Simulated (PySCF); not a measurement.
The first ionisation energy along group 15

All values are computed (PySCF 2.14, energy differences of UHF-based or UKS calculations, no spin-orbit coupling). Values in eV. The last column holds reference values (NIST; (s) semi-empirical, (t) theoretical, else measured). Unmarked ones compare directly (S terms, centres of terms, or small fine structure); those marked * lie between the lowest fine-structure levels and include a spin-orbit shift.

```json
{"element": "N (pcseg-2, non-relativistic)", "configurations": "[He] 2s2 2p3 → [He] 2s2 2p2", "UHF": "13.896", "MP2 (valence)": "14.556", "SCS-MP2 (valence)": "14.305", "CCSD (valence)": "14.415", "CCSD(T) (valence)": "14.431", "reference": "14.545"}
{"element": "P (pcseg-2, non-relativistic)", "configurations": "[Ne] 3s2 3p3 → [Ne] 3s2 3p2", "UHF": "9.927", "MP2 (valence)": "10.364", "SCS-MP2 (valence)": "10.219", "CCSD (valence)": "10.292", "CCSD(T) (valence)": "10.316", "reference": "10.526"}
{"element": "As (pcseg-2, non-relativistic)", "configurations": "[Ar] 3d10 4s2 4p3 → [Ar] 3d10 4s2 4p2", "UHF": "9.453", "MP2 (valence)": "9.925", "SCS-MP2 (valence)": "9.781", "CCSD (valence)": "9.891", "CCSD(T) (valence)": "9.922", "reference": "10.008"}
```

| method | elements | mean error (eV) | mean absolute error (eV) | largest error (eV) |
| --- | --- | --- | --- | --- |
| UHF | 3 | -0.601 | 0.601 | -0.649 |
| MP2 (valence) | 3 | -0.078 | 0.085 | -0.161 |
| SCS-MP2 (valence) | 3 | -0.258 | 0.258 | -0.307 |
| CCSD (valence) | 3 | -0.160 | 0.160 | -0.233 |
| CCSD(T) (valence) | 3 | -0.137 | 0.137 | -0.210 |

Errors include the incompleteness of the basis and the frozen core.

"Valence" correlates the outer s and p shells and, in groups 3 to 12 and the f block, the outer d or f shell, open or full, or the next shell where the ion has no valence electron left; the wider scheme adds the next inner shell.
